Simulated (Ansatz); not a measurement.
Ideal-gas functions of CH3O3S, SMILES `[CH2]S(=O)(=O)O` radical at 600 K and 1 bar, from an Ansatz frequency run at PBE0-D4/def2-TZVP.

Molar mass 95.1 g/mol, point group C1 (symmetry number 1), electronic degeneracy 2, moments of inertia 100.69, 104.386, 107.164 u Å². Harmonic wavenumbers (cm⁻¹, unscaled): 82, 279, 304, 348, 454, 490, 546, 553, 801, 867, 928, 1135, 1222, 1382, 1444, 3182, 3323, 3809.

Use S(trans) = R[1.5 ln M + 2.5 ln T − 1.1517]; rotational temperatures θ = 24.2544 K / I; S(rot) = R[ln(√π/σ · √(T³/θAθBθC)) + 1.5]; for each mode x = 1.438777 ν̃/T, S = R[x/(eˣ − 1) − ln(1 − e⁻ˣ)] and H = RT x/(eˣ − 1); 1 cm⁻¹ = 0.0119627 kJ/mol; R = 8.31446 J/(mol·K).

Problem. By hand: the entropy, in J/(mol·K).

Solution. Translation 180.2. Rotation: θ = 0.2409, 0.2324, 0.2263 K, giving 115.2. Vibration, mode by mode: 21.85, 11.81, 11.12, 10.06, 8.01, 7.44, 6.64, 6.55, 4.06, 3.58, 3.19, 2.16, 1.83, 1.35, 1.20, 0.03, 0.03, 0.01, in all 100.9. Electronic 5.8. Sum 402.1 J/(mol·K).

Problem. By hand: H − E and G − E in kJ/mol, counted from the electronic energy.

Solution. Zero-point energy ½ × 21149 × 0.0119627 = 126.5; thermal vibration 32.3; translation, rotation and pV give 4 RT = 20.0. H − E = 178.8 kJ/mol, and G − E = 178.8 − 600 × 402.1/1000 = -62.5 kJ/mol.

Vibration gives 25 % of the entropy, 21.9 J/(mol·K) of it from the mode under 150 cm⁻¹: soft modes count most, and the harmonic formula is weakest for them. The sum counts one conformer and one mirror image; others add a mixing term.
